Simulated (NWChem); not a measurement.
**CS (carbon monosulfide) at 6 levels**

Aim: a comparison of 6 runs (B3LYP/pcseg-1, BLYP/cc-pVTZ, CAM-B3LYP/cc-pVTZ, M06-2X/cc-pVTZ, M06-L/cc-pVTZ, CCSD(T)/cc-pVTZ) of CS (carbon monosulfide). 

Program for the calculation: NWChem 7.3.0.

## 1. Starting point

CS: 2 atoms, total charge 0, spin state singlet. SMILES: `[C-]#[S+]`. The bond length is the measured one.

Bond lengths: C1–S2 1.535 Å.

## 2. Energy and forces at B3LYP/pcseg-1 (run 1)

input.nw

```
start input
memory total 2200 mb
charge 0

geometry units angstrom noautosym nocenter noautoz
C      0.000000     0.000000     0.000000
S      0.000000     0.000000     1.534941
end

basis spherical bse
C library pcseg-1
S library pcseg-1
end

dft
xc b3lyp
mult 1
grid xfine
convergence energy 1e-08
maxiter 100
mulliken
print low
end

task dft gradient
```

Started as:

```console
$ nwchem input.nw > input.out
```

Standard output:

```text
[...]
 d= 0,ls=0.0,diis     1   -436.1836915554 -4.69D+02  2.15D-02  1.91D-01     0.3
[...]
 d= 0,ls=0.0,diis    10   -436.2078735844 -2.39D-11  8.65D-08  5.33D-12     2.0
         Total DFT energy =     -436.207873584377
      One electron energy =     -665.960374793045
           Coulomb energy =      227.647840903983
    Exchange-Corr. energy =      -30.991736171774
 Nuclear repulsion energy =       33.096396476458
[...]
      Total Density - Mulliken Population Analysis
     ---------------------------------------------
    Atom       Charge   Shell Charges
 -----------   ------   -------------------------------------------------------
    1 C    6     6.09   2.00  0.93  0.90  1.56  0.68  0.03
    2 S   16    15.91   2.00  1.99  1.27  0.65  5.98  3.17  0.78  0.07
[...]
                         DFT ENERGY GRADIENTS
    atom               coordinates                        gradient
                 x          y          z           x          y          z
   1 C       0.000000   0.000000   0.000000    0.000000   0.000000   0.011098
   2 S       0.000000   0.000000   2.900618   -0.000000  -0.000000  -0.011098
 Task  times  cpu:        2.4s     wall:        2.4s
 Total times  cpu:        2.4s     wall:        2.4s
```

It took 2.9 s on 1 thread of Intel Xeon 6975P-C (Granite Rapids), shared host; peak memory 0.12 GiB.

## 3. Energy and gradient at BLYP/cc-pVTZ (run 2)

job.nw

```
start job
title "CS"
memory stack 880 mb heap 220 mb global 1100 mb
geometry noautosym nocenter noautoz
C        0.000000       0.000000       0.000000
S        0.000000       0.000000       1.534941
end
basis "ao basis" spherical bse
* library cc-pVTZ
end
dft
xc becke88 lyp
grid xfine
convergence energy 1e-08
iterations 100
mulliken
noprint "final vectors analysis"
end
task dft gradient
```

Started as:

```console
$ nwchem job.nw > job.out
```

Standard output:

```text
[...]
          Wavefunction type:  closed shell.
          No. of atoms     :     2
          No. of electrons :    22
[...]
          Charge           :     0
          Spin multiplicity:     1
[...]
          AO basis - number of functions:    64
[...]
              XC Information
              --------------
                    Becke 1988 Exchange Functional  1.000
              Lee-Yang-Parr Correlation Functional  1.000
[...]
 d= 0,ls=0.0,diis     1   -436.2059985989 -4.69D+02  1.00D-02  4.84D-01     1.4
[...]
 d= 0,ls=0.0,diis    11   -436.2389129016 -2.65D-10  2.63D-08  4.77D-12    10.9
         Total DFT energy =     -436.238912901568
      One electron energy =     -665.947322327218
           Coulomb energy =      227.563636978257
    Exchange-Corr. energy =      -30.951624029065
 Nuclear repulsion energy =       33.096396476458
[...]
      Total Density - Mulliken Population Analysis
     ---------------------------------------------
    Atom       Charge   Shell Charges
 -----------   ------   -------------------------------------------------------
    1 C    6     6.18   1.95  0.25  0.96  0.71  0.66  1.10  0.48  0.01  0.06  0.00
    2 S   16    15.82   2.00  1.83  0.27  1.15  0.59  5.79  0.93  2.21  0.95  0.03  0.04  0.01
[...]
  wavefunction    = closed shell
                         DFT ENERGY GRADIENTS
    atom               coordinates                        gradient
                 x          y          z           x          y          z
   1 C       0.000000   0.000000   0.000000   -0.000000  -0.000000   0.018712
   2 S       0.000000   0.000000   2.900618    0.000000   0.000000  -0.018712
[...]
```

Run time: 17 s. Hardware: 1 thread of Intel Xeon 6975P-C (Granite Rapids), shared host; peak memory 0.12 GiB.

Run 3 isn't shown in full; the table further down has it.

## 4. Energy and gradient at M06-2X/cc-pVTZ (run 4)

cs.nw

```
start cs
memory stack 880 mb heap 220 mb global 1100 mb

geometry noautosym nocenter noautoz
   C        0.000000       0.000000       0.000000
   S        0.000000       0.000000       1.534941
end

basis spherical bse
   * library cc-pVTZ
end

dft
   xc m06-2x
   mult 1
   grid xfine
   convergence energy 1e-08
   maxiter 100
   mulliken
end

task dft gradient
```

Started as:

```console
$ nwchem cs.nw > cs.out
```

Standard output:

```text
[...]
          Wavefunction type:  closed shell.
          No. of atoms     :     2
          No. of electrons :    22
[...]
          Charge           :     0
          Spin multiplicity:     1
[...]
          AO basis - number of functions:    64
[...]
              XC Information
              --------------
                       M06-2X Method XC Functional
                     Hartree-Fock (Exact) Exchange  0.540
                        M06-2X Exchange Functional  1.000
                      M06-2X Correlation Potential  1.000
[...]
 d= 0,ls=0.0,diis     1   -436.1896762925 -4.69D+02  5.92D-03  2.56D-01     1.6
[...]
 d= 0,ls=0.0,diis     8   -436.2102039475  8.07D-09  2.78D-06  1.33D-07     8.9
         Total DFT energy =     -436.210203947546
      One electron energy =     -665.955814940331
           Coulomb energy =      227.588575374279
    Exchange-Corr. energy =      -30.939360857951
 Nuclear repulsion energy =       33.096396476458
[...]
      Total Density - Mulliken Population Analysis
     ---------------------------------------------
    Atom       Charge   Shell Charges
 -----------   ------   -------------------------------------------------------
    1 C    6     6.15   1.95  0.23  0.99  0.68  0.63  1.10  0.48  0.02  0.07  0.00
    2 S   16    15.85   2.00  1.84  0.23  1.17  0.61  5.81  0.88  2.28  0.95  0.04  0.04  0.01
[...]
  wavefunction    = closed shell
                         DFT ENERGY GRADIENTS
    atom               coordinates                        gradient
                 x          y          z           x          y          z
   1 C       0.000000   0.000000   0.000000   -0.000000  -0.000000  -0.008148
   2 S       0.000000   0.000000   2.900618    0.000000   0.000000   0.008148
[...]
```

Wall time 15 s (1 thread of Intel Xeon 6975P-C (Granite Rapids), shared host); peak memory 0.12 GiB.

Run 5 isn't shown in full; the table further down has it.

## 5. A single-point energy at CCSD(T)/cc-pVTZ (run 6)

cs.nw

```
start cs
title "CS"
memory stack 880 mb heap 220 mb global 1100 mb
charge 0
geometry units angstrom noautosym nocenter noautoz
 C      0.000000     0.000000     0.000000
 S      0.000000     0.000000     1.534941
end
basis spherical bse
 * library cc-pVTZ
end
scf
 nopen 0
 rhf
 thresh 1e-08
 maxiter 80
end
ccsd
 freeze core 6
 maxiter 60
end
task ccsd(t) energy
```

Started as:

```console
$ nwchem cs.nw > cs.out
```

Standard output:

```text
[...]
  functions       =    64
[...]
  wavefunction    = RHF
[...]
         Total SCF energy =   -435.352687167337
      One-electron energy =   -665.696837811287
      Two-electron energy =    197.247754167492
 Nuclear repulsion energy =     33.096396476458
        Time for solution =     11.5s
[...]
 Total MP2 energy:           -435.655485615911573
[...]
             energy      energy      error      ampl     ampl      Block
                                                time     time      time
[...]
 Total CCSD energy:           -435.671397638557096
[...]
 Total CCSD+T(CCSD) energy:           -435.694191237032896
[...]
 Total CCSD(T) energy:                -435.692546463654196
[...]
```

Wall time 38 s (1 thread of Intel Xeon 6975P-C (Granite Rapids), shared host); peak memory 0.13 GiB.

## 6. All runs side by side

```
run              level      task  integration grid  energy (Eh)  largest force (eV/Å)  wall time
  1      B3LYP/pcseg-1  gradient             xfine  -436.207874                 0.571      2.9 s
  2       BLYP/cc-pVTZ  gradient             xfine  -436.238913                 0.962       17 s
  3  CAM-B3LYP/cc-pVTZ  gradient             xfine  -436.227117                 0.577       26 s
  4     M06-2X/cc-pVTZ  gradient             xfine  -436.210204                 0.419       15 s
  5      M06-L/cc-pVTZ  gradient             xfine  -436.229638                 0.300       20 s
  6    CCSD(T)/cc-pVTZ    energy                 –  -435.692546                     –       38 s
```

## 7. What came out

```
                                          quantity          value
                               run 6: total energy  -435.69255 Eh
        run 6: HOMO energy (Hartree–Fock orbitals)      -12.57 eV
        run 6: LUMO energy (Hartree–Fock orbitals)        1.67 eV
      run 6: HOMO–LUMO gap (Hartree–Fock orbitals)       14.24 eV
run 6: correlation energy (6 core orbitals frozen)     -339.9 mEh
                             run 6: (T) correction     -21.15 mEh
```

**Reading.** Over runs 2, 3, 4, 5 the dipole moment (its size) runs from 1.86 D (M06-2X/cc-pVTZ) to 1.93 D (BLYP/cc-pVTZ). Over runs 3, 4, 5 the HOMO–LUMO gap runs from 4.45 eV (M06-L/cc-pVTZ) to 9.31 eV (CAM-B3LYP/cc-pVTZ). Totals of different functionals can't be ranked against each other. All runs together took 2 min, the longest 38 s.
